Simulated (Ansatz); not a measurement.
C4H4O, SMILES O=CC1=CC1, a ladder of methods at one geometry

Program: the Ansatz DFT code, driven from Python.

Notebook, run cell by cell (the value of a cell's last expression is shown):

In [1]:
```python
from dataclasses import dataclass
from pathlib import Path

import ansatz
import numpy as np
```

In [2]:
```python
@dataclass(frozen=True)
class RunConfig:
    basis: str = "cc-pVDZ"
```

In [3]:
```python
settings = RunConfig()
```

In [4]:
```python
geometry_ang = [
    ("O", (2.3694, 0.9289, 0.0417)),
    ("C", (1.6032, -0.0235, -0.022)),
    ("C", (0.1748, 0.1331, 0.008)),
    ("C", (-0.9096, 0.8481, 0.0767)),
    ("C", (-1.0753, -0.5734, -0.0306)),
    ("H", (1.9643, -1.0606, -0.1063)),
    ("H", (-1.3584, 1.8068, 0.1561)),
    ("H", (-1.3959, -0.9586, -0.986)),
    ("H", (-1.3726, -1.1008, 0.8624)),
]
c4h4o = ansatz.Crystal.molecule()
for symbol, xyz in geometry_ang:
    c4h4o = c4h4o.atom(symbol, xyz)
```

In [5]:
```python
base = c4h4o.calculation().basis(gaussian=settings.basis)
```

In [6]:
```python
print("functional    E (Ha)        dipole (D)   HOMO (eV)  LUMO (eV)")
for name in ["r2scan0", "hf", "lc_wpbe", "r2scan", "pbe0", "revpbe"]:
    r = base.functional(name).forces().orbitals().run(threads=1, runs_dir="runs").report
    lines = Path(r["orbitals_path"]).read_text().splitlines()
    field_of = lambda key: [line.split("=")[1].strip() for line in lines if line.startswith(key)]
    orbitals = [(27.211386 * float(e), s, float(n)) for e, s, n in zip(field_of("Ene="), field_of("Spin="), field_of("Occup="))]
    homo = max(e for e, _, n in orbitals if n > 0.5)
    lumo = min(e for e, _, n in orbitals if n < 0.5)
    dipole = 4.803205 * np.linalg.norm(r["charge_distribution"]["dipole_moment_e_ang"])
    print(f"{name:10s} {r['free_energy_ev'] / 27.211386246:14.6f} {dipole:9.3f} {homo:11.3f} {lumo:10.3f}")
```
```text
functional    E (Ha)        dipole (D)   HOMO (eV)  LUMO (eV)
r2scan0       -229.786192     2.607      -7.617     -2.118
hf            -228.555616     2.870      -9.872      1.880
lc_wpbe       -229.786648     2.405     -10.076      0.218
r2scan        -229.815931     2.541      -6.066     -3.038
pbe0          -229.680682     2.496      -7.432     -2.144
revpbe        -229.887770     2.347      -5.624     -3.025
```

Caveats:
- Total energies depend on the basis set; only differences at equal settings carry meaning.
- The geometry is a force-field or estimated start, not a minimum of this method, and the basis set is short of its limit. A lower total doesn't mark the better method: functionals have no common bound, and MP2 and coupled cluster aren't variational.
- Levels such as HOMO and LUMO are orbital energies: with these approximate functionals they aren't the ionisation energy and electron affinity, and their gap isn't the fundamental gap.
- The whole script took 21 s on 1 thread of Arm Neoverse V1 (shared host), peak memory 0.24 GiB.
